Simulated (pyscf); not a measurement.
A first-order saddle from PySCF, ωB97X-D3(BJ)/def2-SVP:

```
Ti
F 1 1.7251
F 1 1.7262 2 109.37
O 1 1.7470 2 105.51 3 -108.88
H 4 0.9650 1 131.67 2 -101.59
F 1 2.0076 2 98.92 4 -156.11
H 6 1.1614 1 78.51 2 107.75
F 7 1.1340 6 140.25 1 1.80
```
Charge 0, spin multiplicity 1.

Surface: singlet, charge 0. Lowest wavenumbers (cm⁻¹): 389i, 19, 164, 196, 224.

Problem. Which two sides does it connect, and which bonds change?

Solution. `[OH][Ti]([F])([F])[F]` + `[FH]` <-> `[OH][Ti]([F])([F])[F]` + `[FH]`, a four-centre exchange read from left to right: F–Ti, F–H broken and F–Ti, F–H formed. At ωB97M-D3(BJ)/def2-TZVP it lies +5.3 kcal/mol from the left side and +5.3 kcal/mol from the right (each side as separated species at their lowest minima found). On the reactant side the descent ends in a complex, 5.5 kcal/mol under the separated species and 10.3 kcal/mol under the saddle at ωB97X-D3(BJ)/def2-TZVP. On the product side the descent ends in a complex, 6.4 kcal/mol under the separated species and 11.2 kcal/mol under the saddle at ωB97X-D3(BJ)/def2-TZVP. The same reactants have a lower exit, to F–Ti(F)(F)–F + H₂O (barrier -0.8 kcal/mol at ωB97M-D3(BJ)/def2-TZVP, against +5.3 kcal/mol here). One saddle was located; it need not be the lowest between these sides.
